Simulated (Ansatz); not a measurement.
C$_{2}$H$_{7}$FN$_{2}$ (`CC(N)(N)F`) at its PBE0-D4/def2-TZVP geometry, where that method's forces vanish. Charge 0, multiplicity 1.

```
atom   x (Å)   y (Å)   z (Å)
  C1  -0.737  -0.930   0.425
  C2   0.149   0.270   0.146
  N3   1.419  -0.132  -0.323
  N4  -0.366   1.240  -0.775
  F5   0.241   0.957   1.378
  H6  -1.696  -0.594   0.819
  H7  -0.276  -1.589   1.165
  H8  -0.903  -1.494  -0.494
  H9   2.015   0.676  -0.447
 H10   1.859  -0.792   0.303
 H11  -1.288   1.546  -0.494
 H12  -0.417   0.841  -1.703
```

Q: For each bond, give half the difference of the two atoms' forces along it (eV/Å; positive pushes the atoms apart) under PBE-D4, r2SCAN-D4, B3LYP-D4, ωB97M-V in def2-TZVPP. (Best estimate.)

A: Computed: 
| bond | length (Å) | PBE-D4 | r2SCAN-D4 | B3LYP-D4 | ωB97M-V |
| --- | --- | --- | --- | --- | --- |
| C1–C2 | 1.518 | -0.06 | -0.02 | 0.05 | 0.01 |
| C1–H6 | 1.091 | 0.10 | -0.03 | -0.07 | -0.07 |
| C1–H7 | 1.092 | 0.09 | -0.03 | -0.06 | -0.07 |
| C1–H8 | 1.091 | 0.08 | -0.03 | -0.07 | -0.07 |
| C2–N3 | 1.413 | 0.05 | 0.06 | 0.10 | 0.14 |
| C2–N4 | 1.434 | 0.11 | 0.10 | 0.12 | 0.12 |
| C2–F5 | 1.414 | 0.62 | 0.36 | 0.34 | 0.09 |
| N3–H9 | 1.012 | 0.21 | 0.00 | -0.05 | -0.07 |
| N3–H10 | 1.010 | 0.20 | -0.01 | -0.06 | -0.06 |
| N4–H11 | 1.011 | 0.22 | 0.00 | -0.06 | -0.06 |
| N4–H12 | 1.011 | 0.20 | 0.00 | -0.05 | -0.06 |

B3LYP here is the variant with VWN-RPA as its local correlation; programs differ in this.
